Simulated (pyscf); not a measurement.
PySCF, gas phase, ωB97X-D3(BJ)/def2-SVP geometries. MP2 and CC: frozen core, UHF for open shells. ΔMP2 is the change of the MP2 total energy from the triple- to the quadruple-zeta basis.

### Question
What is the homolytic dissociation enthalpy (298 K, CCSD(T)/def2-TZVPP + ΔMP2(QZVPP)) of the N–Si bond of HO–SiH₂–NH–SiH₃, to •HN–SiH₂–OH + SiH₃•?

### Answer
N–Si to •HN–SiH₂–OH + SiH₃•: 4.75 eV. HO–SiH₂–NH–SiH₃ lies 0.53 eV over its isomer H₂N–SiH₂–O–SiH₃, and others may lie lower still (electronic energy, ωB97M-D3(BJ)). Other isomers of •HN–SiH₂–OH were not searched in full and may lie lower. The CCSD(T) − MP2 part came from Ansatz, without density fitting, on the same reference.
